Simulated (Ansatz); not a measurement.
# NaO+ (singlet): wave-function methods side by side at distance O1–Na2 = 2.007 Å, cc-pVDZ

One table from this session's results is given with a row withheld; the runs are named, their logs left out.

Computed with Ansatz 0.2.0, Gaussian basis. Level: cc-pVDZ, core rule «outside noble gas», up to 6 orbitals frozen.

Plan: UHF; CCSD(T) on RHF; CCSD(T) on UHF; BCCD(T) on RHF; CISD; CCSDT(Q) on RHF; CCSDT(Q) on UHF; CCSDTQ on RHF; CASSCF and MRCISD+Q, 2 electrons in 2 orbitals; CASSCF and NEVPT2, 2 electrons in 2 orbitals; Full CI.

69 further runs of the same task are left out: 45 for a known fault of the program, 18 that didn't finish, 6 set aside as unsound or not needed. Runs told in other sessions of the task aren't counted.

## What is computed

The geometry derives from a PBE0/def2-TZVP stationary point (not a proven minimum). One bond is set to the value named and the two fragments are kept rigid.

2 atoms, charge 1, spin multiplicity 1.

Atoms are counted from 1 here; the program's logs count them from 0.

Bond lengths: O1–Na2 2.007 Å.

The first run:

The input, in.yaml:

```yaml
crystal:
  periodic: [false, false, false]
  atoms:
    - {symbol: O, position_ang: [0.000000, 0.000000, 0.000000]}
    - {symbol: Na, position_ang: [0.000000, 0.000000, 2.007000]}
basis:
  gaussian: {orbitals: cc-pVDZ}
total_charge: 1
magnetization: {spin_polarized: true, initial_magnetization: 0}
hamiltonian: {xc: hf}
output: {orbitals: {seedname: orbitals}}
```

Launch:

```
$ ansatz run in.yaml --threads 1 --pin off --events-out ev --progress --plain --max-ram 2393MiB
```

Among the steps run: UHF; CCSD(T) on RHF; CCSD(T) on UHF; BCCD(T) on RHF; CISD; CCSDT(Q) on RHF; CCSDT(Q) on UHF; CCSDTQ on RHF; CASSCF and MRCISD+Q, 2 electrons in 2 orbitals; CASSCF and NEVPT2, 2 electrons in 2 orbitals; Full CI.

One table of the session follows, with a row left open; its other results are not shown here.

```
       method  from FCI (kJ/mol)
          RHF             +438.5
         RMP2                  ?
        RCCSD              +35.4
     RCCSD(T)              +17.2
      BCCD(T)              +17.2
       RCCSDT               +0.7
    RCCSDT(Q)               -0.2
      RCCSDTQ                0.0
  CASSCF pair             +333.5
  NEVPT2 pair              +39.1
  MRCISD pair               +8.6
MRCISD+Q pair               -1.5
          FCI                  0
```

Q: Estimate the row for RMP2 from the others.

The run gave: from FCI (kJ/mol): +123.6. In the column «from FCI (kJ/mol)» it lies between NEVPT2 pair (+39.1) and CASSCF pair (+333.5).

Not comparable, so not listed: CISD (they don't share determinant, frozen orbitals or solution with the rows shown, or repeat one).

To keep in mind: The report flags that the cluster equations may have other roots. Left out of the table: UHF, UMP2, UCCSD, UCCSD(T), UCCSDT, UCCSDT(Q) (another determinant or state than the rows shown). The program flags RCCSDT(Q), RCCSDTQ as in doubt, so those rows may rest on another solution. RCCSDT(Q), MRCISD+Q pair fall below full CI, which methods that aren't variational can do.
